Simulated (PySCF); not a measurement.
An element was calculated at UHF (PySCF 2.14, non-relativistic, a triple-zeta basis, no spin-orbit coupling), in the ground configurations that NIST lists.

| Item | Value |
| --- | --- |
| electron affinity | 0.884 eV |
| first ionisation energy | 9.232 eV |
| second ionisation energy | 22.731 eV |
| third ionisation energy | 34.162 eV |
| polarisability of the atom | 18.8 bohr³ |

Task: Which element is it?

Result: Sulfur (S, Z = 16), in dyall-av3z. NIST lists 10.360, 23.338, 34.86 ± 0.04 eV for these ionisation energies.
